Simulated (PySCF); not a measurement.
SMILES C(=C)C=C (C₄H₆) (CAM-B3LYP/def2-SVP optimised geometry):

```
10

C     -1.482     1.104     0.000
C     -0.730     0.000     0.000
C      0.730     0.000     0.000
C      1.482    -1.104     0.000
H     -1.028     2.099     0.000
H     -2.573     1.054     0.000
H     -1.216    -0.983     0.000
H      1.216     0.983     0.000
H      2.573    -1.054     0.000
H      1.028    -2.099     0.000
```

Method: CAM-B3LYP/def2-TZVP run with PySCF 2.14.0.

Q: What are the frontier orbital energies and the dipole moment?

A: HOMO-2 -11.18 eV, HOMO-1 -10.80 eV, HOMO -8.06 eV, LUMO 0.26 eV, LUMO+1 2.73 eV; dipole moment 0.00 D.

Meta-Löwdin charges at CAM-B3LYP/def2-TZVP: C1 -0.26, C2 -0.09, C3 -0.09, C4 -0.26, H5 0.11, H6 0.12, H7 0.11, H8 0.11, H9 0.12, H10 0.11.
